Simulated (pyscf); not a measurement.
Single points on ωB97X-D3(BJ)/def2-SVP structures (PySCF, gas phase).

### Question
Estimate the classical barrier height and the reaction energy of O=W(=O)(F)–Cl + HF → O=W(=O)(F)–F + HCl at ωB97M-D3(BJ)/def2-TZVP. The step runs on the singlet surface, breaks Cl–W, F–H and forms F–W, Cl–H; take the separated reactants as zero.

### Answer
ΔE‡ = 0.40 eV, ΔE = -0.05 eV. Zero-point energy shifts the barrier by -0.03 eV. It is a four-centre exchange, with an imaginary mode of 582i cm⁻¹. On the reactant side the descent ends in a complex, 0.27 eV under the separated species and 0.64 eV under the saddle at ωB97X-D3(BJ)/def2-TZVP. On the product side the descent ends in a complex, 0.18 eV under the separated species and 0.42 eV under the saddle at ωB97X-D3(BJ)/def2-TZVP. One saddle was located; it need not be the lowest between these sides. Elements past Kr carry the def2 core potentials, without spin-orbit coupling.
